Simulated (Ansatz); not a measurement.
A nudged elastic band was laid between two geometries of AlH3O + H3P (9 atoms, charge 0, multiplicity 1).

Computed with RKS PBE0-D4/def2-SVP (Ansatz 0.2.0).

| Property | Result |
| --- | --- |
| movable images | 8 |
| climbing image | no |
| spring | 5.0 eV/Å² |
| optimiser | quadratic models (default) |
| start path | through a guess of the saddle point |
| force threshold | 0.05 eV/Å |
| iteration limit | 60 |
| end points | relaxed |

Initial state:

```xyz
9
Properties=species:S:1:pos:R:3
Al 0.216 -0.046 0.261
O -0.297 -0.669 1.772
H -1.210 -0.828 2.019
H 1.782 0.010 0.049
H -0.854 0.248 -0.878
P 0.219 3.119 1.389
H 1.522 2.651 1.036
H -0.371 2.719 0.147
H -0.137 1.906 2.061
```

Final state:

```xyz
9
Properties=species:S:1:pos:R:3
Al 0.373 0.491 0.227
O -0.373 -0.202 1.984
H -1.185 -0.726 1.947
H 1.779 -0.247 0.111
H -0.851 0.070 -0.716
P 0.338 2.708 1.074
H 1.656 3.108 0.709
H -0.320 3.335 -0.024
H -0.549 0.573 2.544
```

(1) Which bonds break or form, and what moves?

(2) Give the energies along the band, and the barrier.

(3) What is the geometry of the highest image?

The band took 25 iterations and of the order of 9 core-minutes.

Answers

(1) Bonds broken: P6–H9. Bonds formed: Al1–P6, O2–H9. AlH3O + H3P becomes AlH6OP.

(2) The run converged. The highest image is number 4 of 0 to 9, 0.70 eV above the first end and 0.80 eV above the last; the last end lies 0.10 eV below the first. No image climbed, so the highest image needn't sit at the top of the path. The orbitals stay closed-shell, which can raise the energy where a bond breaks towards radicals; this wasn't checked here.

| image | path coordinate (Å) | energy (eV) | P6–H9 (Å) | Al1–P6 (Å) | O2–H9 (Å) |
| --- | --- | --- | --- | --- | --- |
| 0 | 0.00 | 0.00 | 1.43 | 3.36 | 2.60 |
| 1 | 0.30 | 0.01 | 1.43 | 3.25 | 2.33 |
| 2 | 0.60 | 0.10 | 1.44 | 3.06 | 2.02 |
| 3 | 0.90 | 0.37 | 1.50 | 2.84 | 1.68 |
| 4 | 1.20 | 0.70 | 1.66 | 2.67 | 1.35 |
| 5 | 1.50 | 0.52 | 1.90 | 2.55 | 1.09 |
| 6 | 1.80 | 0.21 | 2.10 | 2.44 | 1.00 |
| 7 | 2.10 | 0.02 | 2.29 | 2.39 | 0.98 |
| 8 | 2.40 | -0.08 | 2.50 | 2.38 | 0.98 |
| 9 | 2.71 | -0.10 | 2.74 | 2.37 | 0.97 |

(3) 
```xyz
9
Properties=species:S:1:pos:R:3
Al 0.384 0.329 0.255
O -0.288 -0.225 1.869
H -1.148 -0.652 1.960
H 1.944 0.112 0.093
H -0.673 0.206 -0.926
P 0.004 2.690 1.445
H 1.402 2.719 1.165
H -0.437 2.805 0.091
H -0.319 1.129 1.904
```

The run took 9.2 min on 1 thread of Intel(R) Xeon(R) Platinum 8259CL CPU @ 2.50GHz (Skylake/Cascade Lake), on a shared host, peak memory 0.18 GiB.
